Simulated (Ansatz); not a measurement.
C3H5O (`C=CC[O]`) radical. Total charge 0; spin multiplicity 2.

Cartesian coordinates in Å:
```
C 0.946 0.801 0.662
C 0.509 -0.254 -0.007
C -0.913 -0.419 -0.446
O -1.457 -1.638 -0.208
H 0.278 1.613 0.935
H 1.983 0.896 0.963
H 1.178 -1.071 -0.265
H -1.554 0.401 -0.078
H -0.969 -0.330 -1.555
```

(1) List the harmonic frequencies (cm⁻¹, unscaled) at PBE0-D4/def2-TZVP in Ansatz. (An estimate is asked.)

(2) Is this a minimum?

(3) Give the ideal-gas thermochemistry at 298.15 K and 1 bar (rigid rotor, harmonic oscillator; point group C1, symmetry number 1).

(4) And at 400, 500, 600, 800 and 1000 K?

(5) Rotational constants (cm⁻¹)?

## Answers

(1) Computed: 107, 325, 450, 615, 789, 916, 966, 1026, 1073, 1093, 1170, 1299, 1328, 1337, 1448, 1725, 2861, 2968, 3149, 3173, 3241.

(2) Yes, all 21 modes are real.

(3) Zero-point energy 185.8 kJ/mol; H(298) − E = 200.5 kJ/mol; entropy 292.3 J/(mol·K), of which translation 159.3, rotation 99.5, vibration 27.8, electronic 5.8; G(298) − E = 113.4 kJ/mol.

(4) 
```
T (K)  H − E (kJ/mol)  S (J/mol/K)  G − E (kJ/mol)
  400           208.8        316.0            82.4
  500           218.6        337.9            49.7
  600           229.9        358.4            14.9
  800           255.9        395.6           -60.6
 1000           285.3        428.4          -143.1
```

(5) 1.066, 0.1488, 0.142.
